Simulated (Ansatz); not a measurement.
Consider the isomerisation: `ClC1=NCC1` → `N=C1CC1Cl`.

Gas-phase electronic energies from Ansatz, PBE0-D4/def2-TZVP geometries. CCSD(T)/CBS adds triple-zeta CCSD(T) − MP2 to the extrapolated MP2 energy (def2 sets, frozen cores). DFT in def2-TZVPP. B3LYP here is the variant with VWN-RPA as its local correlation; programs differ in this. Each species was taken in one conformer, which may not be the lowest.

`ClC1=NCC1`:

Cartesian coordinates in Å:
```
Cl 0.028 1.966 -1.903
C 0.039 0.596 -0.880
N 0.174 -0.622 -1.221
C 0.061 -1.005 0.218
C -0.100 0.484 0.601
H 0.966 -1.491 0.584
H -0.806 -1.639 0.406
H 0.704 0.929 1.186
H -1.067 0.782 1.008
```

`N=C1CC1Cl`:

Cartesian coordinates in Å:
```
N -0.566 1.676 0.753
C -0.136 0.637 0.206
C 0.150 -0.024 -1.060
C 0.313 -0.754 0.279
Cl -0.807 -2.018 0.737
H -0.635 1.547 1.764
H -0.702 -0.297 -1.675
H 1.059 0.201 -1.609
H 1.324 -0.969 0.604
```

| level | ΔE (kJ/mol) | difference from CCSD(T)/CBS |
| --- | --- | --- |
| LDA (SPW92) | 63.0 | -4.3 |
| BLYP-D4 | 55.8 | -11.5 |
| PBE0-D4 | 61.8 | -5.5 |
| ωB97X-V | 63.9 | -3.4 |
| BLYP | 54.9 | -12.4 |
| B3LYP | 56.9 | -10.4 |
| r2SCANh | 59.8 | -7.5 |
| CCSD/def2-SVP | 63.6 | -3.7 |
| HF/CBS(def2) | 61.6 | -5.7 |
| CCSD/CBS(def2) | 65.1 | -2.2 |
| CCSD(T)/CBS | 67.3 | 0 |

**Question.** What do rigid-rotor, harmonic-oscillator terms from PBE0-D4/def2-TZVP frequencies (298.15 K, 1 bar) make of the CCSD(T)/CBS value? (Estimate.)

**Answer.** Ansatz gave: ΔZPE = -3.5 kJ/mol, ΔH = +64.9 kJ/mol, ΔS = 9 J/(mol·K), ΔG = +62.3 kJ/mol.

Largest T1 diagnostic among the species: 0.011.

In def2-TZVPP, CCSD(T) changes the Hartree–Fock value by +7.3 kJ/mol (the triples alone add +2.3 kJ/mol) and MP2 by +9.4 kJ/mol. Leaving LDA and LC-ωPBE aside and taking each functional with its dispersion term where it has one, the values, not all of them listed here, spread over 12.0 kJ/mol, from BLYP-D4 to PBE-QIDH. LDA lies +3.4 kJ/mol from PBE without D4. From BLYP to BHLYP (50 % exact exchange), in def2-TZVPP and without D4, ΔE moves by +4.8 kJ/mol.
